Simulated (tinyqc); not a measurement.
Worked calculation: Born-Oppenheimer dynamics on the RHF/sto-6g surface (energies and gradients from PySCF), for NH3, spin multiplicity 1. One step of it, computed by the program tinyqc.

Question. Velocity Verlet step 1. dt = 1 fs = 41.3414 atomic units; x' = x + v dt - g dt^2 / (2m); after the new gradient g', v' = v - (g + g') dt / (2m).

positions (bohr):
```
,x,y,z
1N,0.028346,0.064251,0.187083
2H,1.789571,-0.069920,0.007559
3H,-0.788016,1.545796,0.051023
4H,-0.886282,-1.504222,0.020787
```

velocities (bohr per atomic time unit):
```
,x,y,z
1N,-0.000016337,0.000139573,0.000092457
2H,-0.000161337,-0.001288427,-0.000633543
3H,0.000711663,-0.000447427,-0.000172543
4H,-0.000323337,-0.000203427,-0.000478543
```

gradient (hartree/bohr):
```
,x,y,z
1N,-0.02049760,0.11370165,-0.03679288
2H,-0.08928499,-0.00281840,0.01197840
3H,0.07933819,-0.14940830,0.01801823
4H,0.03044441,0.03852504,0.00679625
```

masses (electron masses): 1N 25526.042363, 2H 1837.152588, 3H 1837.152588, 4H 1837.152588

gradient after step 1 (hartree/bohr):
```
,x,y,z
1N,-0.01696839,0.10078253,-0.03296852
2H,-0.05439705,-0.00734648,0.01056867
3H,0.05308538,-0.10602125,0.01710882
4H,0.01828006,0.01258521,0.00529103
```

Give: positions after step 1; velocities after step 1.

Answer.

positions after step 1 (bohr):
```
,x,y,z
1N,0.028,0.066,0.192
2H,1.824,-0.122,-0.024
3H,-0.795,1.597,0.036
4H,-0.914,-1.531,-0.002
```

velocities after step 1 (bohr per atomic time unit):
```
,x,y,z
1N,0.000014,-0.000034,0.000149
2H,0.001455,-0.001174,-0.000887
3H,-0.000778,0.002427,-0.000568
4H,-0.000872,-0.000778,-0.000615
```
